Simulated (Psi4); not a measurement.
# r2SCAN/6-311+G(d,p) run of AlNH3Cl (SMILES [NH2][AlH][Cl])

Aim: the energy change on altering one bond length of AlNH3Cl at r2SCAN/6-311+G**, from 2 runs. 

Program for the calculation: Psi4 1.11.

3 further runs of the same task are left out: 2 that didn't finish, 1 set aside as unsound or not needed.

**1. The structure to begin with**

AlNH3Cl: 6 atoms, total charge 0, spin state singlet. As SMILES, `[NH2][AlH][Cl]`. The coordinates come from a PBE0-D4/def2-TZVP relaxation.

Bond lengths: N1–Al2 1.756 Å, Al2–Cl3 2.098 Å, N1–H4 1.007 Å, N1–H5 1.007 Å, Al2–H6 1.570 Å. Angles: N1–Al2–Cl3 117.5°, N1–Al2–H6 121.9°, Cl3–Al2–H6 120.6°, Al2–N1–H4 124.3°, Al2–N1–H5 125.0°, H4–N1–H5 110.7°.

**2. A single-point energy at r2SCAN/6-311+G(d,p)**

Input file alclh3n_ase.py:

```python
import numpy as np
from ase.calculators.psi4 import Psi4
from ase import Atoms

atoms = Atoms(['N', 'Al', 'Cl', 'H', 'H', 'H'], positions=[
    [-0.631100, 0.250900, -0.718800],
    [0.477600, -0.073800, 0.603600],
    [1.413500, -1.951500, 0.645600],
    [-1.134300, 1.115000, -0.838800],
    [-0.852600, -0.395100, -1.458900],
    [0.769000, 0.990400, 1.721000],
])
calc = Psi4(atoms=atoms, method='r2scan', basis='6-311+G**', memory='1600MB', num_threads=1, charge=0, multiplicity=1, label='psi4-calc')
calc.psi4.set_options({'puream': True, 'e_convergence': 1e-09, 'd_convergence': 1e-08, 'scf_type': 'pk', 'dft_radial_points': 99, 'dft_spherical_points': 590})
atoms.calc = calc

print(f'energy: {atoms.get_potential_energy():.6f} eV')
```

Launch:

```bash
$ python alclh3n_ase.py
```

psi4-calc.dat:

```text
[...]
  Running in c1 symmetry.
[...]
  Nuclear repulsion =  128.961912815538909
[...]
  Multiplicity = 1
[...]
  Nalpha       = 20
  Nbeta        = 20
[...]
    Number of basis functions: 100
[...]
   @RKS iter   1:  -758.81010039651017   -1.31407e-01   1.02015e-02 ADIIS/DIIS
[...]
   @RKS iter  12:  -759.23485068819582   -2.16005e-12   3.75442e-09 DIIS
[...]
    Orbital Energies [Eh]
    ---------------------
    Doubly Occupied:
       1A   -101.194358     2A    -55.766528     3A    -14.144365
       4A     -9.354933     5A     -7.097692     6A     -7.093974
       7A     -7.093279     8A     -4.080516     9A     -2.622680
      10A     -2.617590    11A     -2.614333    12A     -0.809742
      13A     -0.769109    14A     -0.461424    15A     -0.424786
      16A     -0.358191    17A     -0.318443    18A     -0.306966
      19A     -0.290252    20A     -0.250580
[...]
  @RKS Final Energy:  -759.23485068819582
   => Energetics <=
    Nuclear Repulsion Energy =            128.9619128155389092
    One-Electron Energy =               -1306.0504592204836172
    Two-Electron Energy =                 472.7907023420737573
    DFT Exchange-Correlation Energy =     -54.9370066253247984
    Empirical Dispersion Energy =           0.0000000000000000
    VV10 Nonlocal Energy =                  0.0000000000000000
    Total Energy =                       -759.2348506881958201
[...]
 Multipole Moments:
 ------------------------------------------------------------------------------------
     Multipole            Electronic (a.u.)      Nuclear  (a.u.)        Total (a.u.)
 ------------------------------------------------------------------------------------
 L = 1.  Multiply by 2.5417464519 to convert [e a0] to [Debye]
 Dipole X            :          2.9360056           -3.5163349           -0.5803293
 Dipole Y            :         -3.6286716            4.2530646            0.6243930
 Dipole Z            :          1.6472671           -2.0346911           -0.3874239
 Magnitude           :                                                    0.9363472
[...]
```

Standard output:

```text
energy: -20659.832605 eV
```

Run time: 21 s. Hardware: 1 thread of Intel Xeon 6975P-C (Granite Rapids), shared host; peak memory 0.79 GiB.

**3. The distorted shape: energy and forces at r2SCAN/6-311+G(d,p)**

Input file calc.in:

```
memory 1.6 GB

molecule {
  0 1
  N
  Al 1 r2
  Cl 2 r3 1 a3
  H 1 r4 2 a4 3 d4
  H 1 r5 4 a5 2 d5
  H 2 r6 1 a6 4 d6

  r2 = 1.755958
  r3 = 2.098435
  a3 = 117.52503
  r4 = 1.007114
  a4 = 124.3232
  d4 = 179.99861
  r5 = 1.5106
  a5 = 110.66635
  d5 = 179.98815
  r6 = 1.570356
  a6 = 121.85159
  d6 = -0.00771
  units angstrom
  symmetry c1
  no_reorient
  no_com
}

set {
  basis 6-311+G**
  puream true
  e_convergence 1e-09
  d_convergence 1e-08
  scf_type pk
  dft_radial_points 99
  dft_spherical_points 590
}

result, w = gradient("r2scan", return_wfn=True)
oeprop(w, "MAYER_INDICES", "MULLIKEN_CHARGES", "DIPOLE")
```

Launch:

```bash
$ psi4 -i calc.in -o calc.out -n 1
```

calc.out (excerpt; [...] marks lines left out):

```text
[...]
  Running in c1 symmetry.
[...]
  Nuclear repulsion =  127.116092794224542
[...]
  Multiplicity = 1
[...]
  Nalpha       = 20
  Nbeta        = 20
[...]
    Number of basis functions: 100
[...]
   @RKS iter   1:  -758.63413286713933   -9.30074e-02   1.06168e-02 ADIIS/DIIS
[...]
   @RKS iter  13:  -759.14916177112696   -1.02318e-12   1.61596e-09 DIIS
[...]
  @RKS Final Energy:  -759.14916177112696
   => Energetics <=
    Nuclear Repulsion Energy =            127.1160927942245422
    One-Electron Energy =               -1302.4739115380834846
    Two-Electron Energy =                 470.9949032959623310
    DFT Exchange-Correlation Energy =     -54.7862463232304933
    Empirical Dispersion Energy =           0.0000000000000000
    VV10 Nonlocal Energy =                  0.0000000000000000
    Total Energy =                       -759.1491617711269555
[...]
  -Total Gradient:
     Atom            X                  Y                   Z
    ------   -----------------  -----------------  -----------------
       1        0.000017711458     0.084362841977     0.054785009159
       2       -0.000002496405     0.005074494975    -0.004208892262
       3        0.000001162202     0.001204768105    -0.001091143950
       4        0.000001965618     0.002284922747     0.012585047576
       5       -0.000019055597    -0.092793548988    -0.062389948970
       6        0.000000832815    -0.000545243800     0.000862441694
[...]
 Multipole Moments:
 ------------------------------------------------------------------------------------
     Multipole            Electronic (a.u.)      Nuclear  (a.u.)        Total (a.u.)
 ------------------------------------------------------------------------------------
 L = 1.  Multiply by 2.5417464519 to convert [e a0] to [Debye]
 Dipole X            :         -0.0000654           -0.0001252           -0.0001906
 Dipole Y            :         -2.8780287            3.3588993            0.4808706
 Dipole Z            :          4.0104930           -4.8062281           -0.7957351
 Magnitude           :                                                    0.9297478
[...]
  Mulliken Charges: (a.u.)
   Center  Symbol    Alpha    Beta     Spin     Total
       1     N     3.89965  3.89965  0.00000 -0.79930
       2    AL     6.14785  6.14785  0.00000  0.70430
       3    CL     8.63715  8.63715  0.00000 -0.27430
[...]
```

It took 26 s on 1 thread of Intel Xeon 6975P-C (Granite Rapids), shared host; peak memory 0.77 GiB.

**4. Outcome**

At r2SCAN/6-311+G**:

```
                                                         quantity          value
                                        first shape: total energy  -759.23485 Eh
                                       first shape: dipole moment         2.38 D
                                         first shape: HOMO energy       -6.82 eV
                                         first shape: LUMO energy       -1.00 eV
                                       first shape: HOMO–LUMO gap        5.82 eV
                                    distorted shape: total energy  -759.14916 Eh
                                   distorted shape: dipole moment         2.36 D
                                     distorted shape: HOMO energy       -6.66 eV
                                     distorted shape: LUMO energy       -2.42 eV
                                   distorted shape: HOMO–LUMO gap        4.24 eV
                        distorted shape: largest force on an atom     5.750 eV/Å
energy change with the N1–H5 bond stretched from 1.007 to 1.511 Å       2.332 eV
```

In words: With the N1–H5 bond stretched from 1.007 to 1.511 Å the energy rises by 2.33 eV (54 kcal/mol). The first shape isn't relaxed at this level, so the change isn't measured from a minimum.
